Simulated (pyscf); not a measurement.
A first-order saddle from PySCF, ωB97X-D3(BJ)/def2-SVP:

```xyz
8

O      0.0558     0.7055    -0.0851
Si    -1.1060    -0.2976     0.4302
F     -1.2664    -1.5688    -0.5379
F     -2.5287     0.4369     0.4764
F     -0.7986    -0.8666     1.8948
H      0.3958     1.2503    -1.2802
H      1.0938     0.6110    -0.9545
H      1.2331     1.1115    -1.8097
```
Charge 0, spin multiplicity 1.

Surface: singlet, charge 0. Lowest wavenumbers (cm⁻¹): 2616i, 52, 108, 257, 262.

### Question
Name the species on either side of this saddle.

### Answer
HO–Si(F)(F)–F + H₂ ⇌ HO–Si(F)(F)–F + H₂, a four-centre exchange read from left to right: H–O, H–H broken and H–O, H–H formed. At ωB97M-D3(BJ)/def2-TZVP it lies +67.0 kcal/mol from the left side and +67.0 kcal/mol from the right (each side as separated species at their lowest minima found). The same reactants have a lower exit, to F–SiH(F)–F + H₂O (barrier +53.5 kcal/mol at ωB97M-D3(BJ)/def2-TZVP, against +67.0 kcal/mol here). This is the saddle that the search found; another between the same sides may lie lower.
